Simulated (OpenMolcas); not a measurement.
**PBE/def2-TZVPPD run of HNO2 (nitrous acid)**

What is the vertical singlet–triplet gap of HNO2 (nitrous acid) at PBE/def2-TZVPPD? 

Program for the calculation: OpenMolcas 26.06.

### 1 Starting point

HNO2 has 4 atoms, charge 0, and is taken as a singlet. As SMILES, `O=NO`. The shape is that of a GFN2-xTB optimisation.

Bond lengths: O1–N2 1.181 Å, N2–O3 1.392 Å, O3–H4 0.968 Å. Angles: O1–N2–O3 113.7°, N2–O3–H4 106.9°.

### 2 The energy at PBE/def2-TZVPPD

The input, job.inp:

```
&GATEWAY
 BasLib=$CurrDir
 Coord
 4
 bohr
 O      0.80256669     0.08634159     2.78037294
 N      0.60340845    -0.77747112     0.73185313
 O     -0.67514245     0.78595599    -0.95499199
 H     -0.73081378    -0.09482646    -2.55723408
 Basis=def2-TZVPPD
 Group=NoSym

&SEWARD

&SCF
 KSDFT=PBE
 PrOrbitals=0
```

The basis set def2-TZVPPD is read from a file made from the Basis Set Exchange's data (not shown).

The run is started by

```sh
$ export MOLCAS_MEM=1860
$ pymolcas job.inp > job.log
```

Standard output:

```text
--- Start Module: gateway ---
[...]
--- Stop Module: gateway /rc=_RC_ALL_IS_WELL_ ---
--- Start Module: seward ---
[...]
      Basis functions          134
--- Stop Module: seward /rc=_RC_ALL_IS_WELL_ ---
[...]
--- Start Module: scf ---
[...]
       Convergence after  16 Iterations
[...]
::    Total KS-DFT energy                            -205.6021345306
[...]
      Total spin, S                                     0.0000000000
[...]
      Total electronic charge=   24.000000
      Total            charge=   -0.000000
[...]
      Dipole Moment (debye):
      Origin of the operator (angstrom)=    0.1098    0.0334    0.4151
                   X= -3.6605E-01               Y= -5.6505E-01               Z= -2.1149E+00           Total=  2.2194E+00
      Quadrupole Moment (debye*angstrom):
[...]
--- Stop Module: scf /rc=_RC_ALL_IS_WELL_ ---
[...]
```

It took 33 s on 1 thread of Arm Neoverse V1, shared host; peak memory 0.98 GiB.

### 3 The triplet

The input, job.input:

```
&GATEWAY
 BasLib = $CurrDir
 Coord
 4
 bohr
 O      0.80256669     0.08634159     2.78037294
 N      0.60340845    -0.77747112     0.73185313
 O     -0.67514245     0.78595599    -0.95499199
 H     -0.73081378    -0.09482646    -2.55723408
 Basis = def2-TZVPPD
 Group = NoSym

&SEWARD

&SCF
 UHF
 Spin = 3
 KSDFT = PBE
 PrOrbitals = 0
```

The basis set def2-TZVPPD is read from a file made from the Basis Set Exchange's data (not shown).

The run is started by

```sh
$ export MOLCAS_MEM=1860
$ pymolcas job.input > job.log
```

Standard output:

```text
--- Start Module: gateway ---
[...]
--- Stop Module: gateway /rc=_RC_ALL_IS_WELL_ ---
--- Start Module: seward ---
[...]
      Basis functions          134
--- Stop Module: seward /rc=_RC_ALL_IS_WELL_ ---
[...]
--- Start Module: scf ---
[...]
       Convergence after  21 Iterations
[...]
::    Total KS-DFT energy                            -205.5121146305
[...]
      Total spin, S                                     1.0013479191
[...]
      Total electronic charge=   24.000000
      Total            charge=   -0.000000
[...]
      Dipole Moment (debye):
      Origin of the operator (angstrom)=    0.1098    0.0334    0.4151
                   X= -3.9542E-01               Y= -6.0708E-01               Z= -2.2792E+00           Total=  2.3916E+00
      Quadrupole Moment (debye*angstrom):
[...]
--- Stop Module: scf /rc=_RC_ALL_IS_WELL_ ---
[...]
```

It took 46 s on 1 thread of Arm Neoverse V1, shared host; peak memory 0.98 GiB.

### 4 Outcome

Level: PBE/def2-TZVPPD.

| quantity | value |
| --- | --- |
| singlet: total energy | -205.60213 Eh |
| singlet: dipole moment | 2.22 D |
| singlet: HOMO energy | -6.49 eV |
| singlet: LUMO energy | -3.51 eV |
| singlet: HOMO–LUMO gap | 2.99 eV |
| triplet: total energy | -205.51211 Eh |
| triplet: dipole moment | 2.39 D |
| triplet: HOMO energy (highest over α and β) | -3.84 eV |
| triplet: ⟨S²⟩ | 2.004 |
| vertical energy of the triplet above the singlet | 2.450 eV |

**Reading.** At this shape the triplet lies 2.45 eV (236 kJ/mol) above the singlet. Mulliken charges (triplet) run from -0.20 on O1 to +0.21 on H4; in a basis this large or diffuse they mean little.
